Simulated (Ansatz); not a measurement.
# BF (SMILES [B]F): levels of theory compared

We compute a comparison of 6 runs (B2PLYP/STO-3G, B3LYP/STO-3G, CAM-B3LYP/STO-3G, UB3LYP/STO-3G, wB97X/STO-3G, CCSD/STO-3G) of BF. 

The results are computed with Ansatz 0.2.0.

35 further runs of the same task are left out: 1 that didn't finish, 34 set aside as unsound or not needed.

**1. The structure to begin with**

BF: 2 atoms, total charge 0, spin state singlet. SMILES: `[B]F`. The F2–B1 distance was set to 1.895 Å, away from the relaxed value.

Bond lengths: B1–F2 1.895 Å.

**2. The energy at B2PLYP/STO-3G (run 1)**

run.yaml reads:

```yaml
crystal:
  periodic: [false, false, false]
  atoms:
    - {symbol: B, position_ang: [0.000000, -0.000000, -0.640860]}
    - {symbol: F, position_ang: [-0.000000, 0.000000, 1.253740]}
basis:
  gaussian: {orbitals: STO-3G}
hamiltonian: {xc: {name: B2PLYP}}
correlation: {frozen_orbitals: {B: 1, F: 1}}
accuracy: high
```

Run with:

```console
$ ansatz run run.yaml --threads 1 --pin off --max-ram 3480MiB --events-out events.jsonl --progress --plain --runs-dir runs
```

Log:

```text
Warning: RAYON_NUM_THREADS=1 ignored (pool sized by the plan → 1); use --threads N
Functional definition: B2PLYP
  name "B2PLYP"
  parameter a = 0.53
  parameter c = 0.27
  exchange = (1 - a)*b88_x + a*exact_x
  correlation = (1 - c)*lyp_c + c*(mp2_os + mp2_ss)
149 factors; integrals over basis functions are off by at most 5.5e-8 eV
mean field evaluation 1: about -3329.9453 eV, gradient 2.3e1 eV
mean field evaluation 2: about -3329.9598 eV, gradient 2.3e1 eV
mean field evaluation 4: about -3332.9296 eV, gradient 1.9e1 eV
mean field evaluation 8: about -3334.1788 eV, gradient 6.1e-2 eV
mean field evaluation 16: about -3334.1679 eV, gradient 5.2e-6 eV
mean field -3334.16787219 eV, -122.5284093229 hartree, gradient 3.4e-8 eV, S^2 0.000000; 0 other end points of the search recorded, 0 dependent functions left out
2 core orbitals not correlated: weight in the atoms' cores, before any rotation towards them, 1.000 or more for the frozen orbitals, at most 0.000 for the correlated occupied ones
reference -3334.16788403 eV, -122.5284097580 hartree; 5, 5 occupied and 3, 3 virtual orbitals, 149 factors
second order -3.78449436 eV of doubles, -0.00000000 eV of singles
Total energy: -3335.18969751 eV, -122.5659607106 hartree
```

Wall time 0.32 s (1 thread of Intel Xeon 6975P-C (Granite Rapids), shared host).

**3. The energy at B3LYP/STO-3G (run 2)**

run.yaml reads:

```yaml
crystal:
  periodic: [false, false, false]
  atoms:
    - {symbol: B, position_ang: [0.000000, -0.000000, -0.640860]}
    - {symbol: F, position_ang: [-0.000000, 0.000000, 1.253740]}
basis:
  gaussian:
    orbitals: STO-3G
accuracy: high
hamiltonian:
  xc: {name: B3LYP}
```

Run with:

```console
$ ansatz run run.yaml --threads 1 --pin off --max-ram 3480MiB --events-out events.jsonl --progress --plain --runs-dir runs
```

Log:

```text
Warning: RAYON_NUM_THREADS=1 ignored (pool sized by the plan → 1); use --threads N
Functional definition: B3LYP
  name "B3LYP"
  parameter a0 = 0.2
  parameter ax = 0.72
  parameter ac = 0.81
  exchange = (1 - a0 - ax)*slater_x + ax*b88_x + a0*exact_x
  correlation = (1 - ac)*vwn_rpa_c + ac*lyp_c
149 factors; integrals over basis functions are off by at most 5.5e-8 eV
mean field evaluation 1: about -3336.2200 eV, gradient 2.2e1 eV
mean field evaluation 2: about -3101.8130 eV, gradient 2.2e2 eV
mean field evaluation 4: about -3339.1709 eV, gradient 1.1e0 eV
mean field evaluation 8: about -3339.1459 eV, gradient 1.7e-1 eV
mean field evaluation 16: about -3339.1461 eV, gradient 2.4e-6 eV
mean field -3339.14609915 eV, -122.7113557893 hartree, gradient 6.7e-8 eV, S^2 0.000000; 0 other end points of the search recorded, 0 dependent functions left out
reference -3339.14611796 eV, -122.7113564805 hartree; 7, 7 occupied and 3, 3 virtual orbitals, 149 factors
Total energy: -3339.14611796 eV, -122.7113564805 hartree
```

Wall time 0.24 s (1 thread of Intel Xeon 6975P-C (Granite Rapids), shared host).

**4. A single-point energy at CAM-B3LYP/STO-3G (run 3)**

in.yaml reads:

```yaml
crystal:
  periodic: [false, false, false]
  atoms:
    - {symbol: B, position_ang: [0.000000, -0.000000, -0.640860]}
    - {symbol: F, position_ang: [-0.000000, 0.000000, 1.253740]}
basis:
  gaussian:
    orbitals: STO-3G
hamiltonian:
  xc: {name: CAM-B3LYP}
accuracy: high
```

Run with:

```console
$ ansatz run in.yaml --threads 1 --pin off --max-ram 3480MiB --events-out events.jsonl --progress --plain --runs-dir runs
```

Log:

```text
Warning: RAYON_NUM_THREADS=1 ignored (pool sized by the plan → 1); use --threads N
Functional definition: CAM-B3LYP
  name "CAM-B3LYP"
  parameter alpha = 0.19
  parameter beta = 0.46
  parameter omega = 0.33/bohr
  parameter ac = 0.81
  exchange = (1 - alpha - beta)*b88_x + beta*b88_x_sr(omega) + alpha*exact_x + beta*exact_x_lr(omega)
  correlation = (1 - ac)*vwn5_c + ac*lyp_c
149 factors; integrals over basis functions are off by at most 5.5e-8 eV
98 factors; integrals over basis functions are off by at most 1.0e-9 eV
mean field evaluation 1: about -3333.1449 eV, gradient 2.5e1 eV
mean field evaluation 2: about -3137.8313 eV, gradient 2.4e2 eV
mean field evaluation 4: about -3337.2184 eV, gradient 7.5e0 eV
mean field evaluation 8: about -3337.3797 eV, gradient 4.6e-1 eV
mean field evaluation 16: about -3337.3805 eV, gradient 8.5e-6 eV
mean field -3337.38053973 eV, -122.6464726774 hartree, gradient 7.6e-8 eV, S^2 0.000000; 0 other end points of the search recorded, 0 dependent functions left out
reference -3337.38054882 eV, -122.6464730112 hartree; 7, 7 occupied and 3, 3 virtual orbitals, 149 factors
Total energy: -3337.38054882 eV, -122.6464730112 hartree
```

It took 0.24 s on 1 thread of Intel Xeon 6975P-C (Granite Rapids), shared host.

Runs 4 to 5 aren't shown in full; the table further down has their settings and results.

**5. A single-point energy at CCSD/STO-3G (run 6)**

input.yaml reads:

```yaml
crystal:
  periodic: [false, false, false]
  atoms:
    - {symbol: B, position_ang: [0.000000, -0.000000, -0.640860]}
    - {symbol: F, position_ang: [-0.000000, 0.000000, 1.253740]}
basis:
  gaussian:
    orbitals: STO-3G
correlation:
  method: ccsd
  frozen_orbitals: {B: 1, F: 1}
accuracy: high
scf:
  omitted_lower_state_checks: [cluster_reference, increment]
```

Run with:

```console
$ ansatz run input.yaml --threads 1 --pin off --max-ram 3480MiB --events-out events.jsonl --progress --plain --runs-dir runs
```

Log:

```text
Warning: RAYON_NUM_THREADS=1 ignored (pool sized by the plan → 1); use --threads N
[... 11 lines left out ...]
2 core orbitals not correlated: weight in the atoms' cores, before any rotation towards them, 1.000 or more for the frozen orbitals, at most 0.000 for the correlated occupied ones
[... 27 lines left out ...]
Total energy: -3327.22155458 eV, -122.2731368589 hartree
Checks for a lower state left out: cluster_reference, increment
```

Run time: 0.08 s. Hardware: 1 thread of Intel Xeon 6975P-C (Granite Rapids), shared host.

**6. Overview of the runs**

```
run             level  frozen core orbitals  energy (Eh)  wall time
  1     B2PLYP/STO-3G                     2  -122.565961     0.32 s
  2      B3LYP/STO-3G                     –  -122.711356     0.24 s
  3  CAM-B3LYP/STO-3G                     –  -122.646473     0.24 s
  4     UB3LYP/STO-3G                     –  -122.711356     0.42 s
  5      wB97X/STO-3G                     –  -122.688582     0.87 s
  6       CCSD/STO-3G                     2  -122.273137     0.08 s
```

**7. Summary of results**

| quantity | value |
| --- | --- |
| run 6: total energy | -122.27314 Eh |
| run 6: correlation energy (2 core orbitals frozen) | -108.1 mEh |
| run 6: T1 diagnostic | 0.040 |

Totals of different functionals can't be ranked against each other. In run 6 the T1 diagnostic is large, so a single reference may not serve. In run 6 the log says that unrestricted orbitals would lower the reference, so the values rest on an unstable closed-shell determinant (other closed-shell runs at this shape may share the fault). In runs 1, 2, 3, 4, 5, 6 the basis is minimal, so the values are rough. All runs together took 2.2 s, the longest 0.87 s.
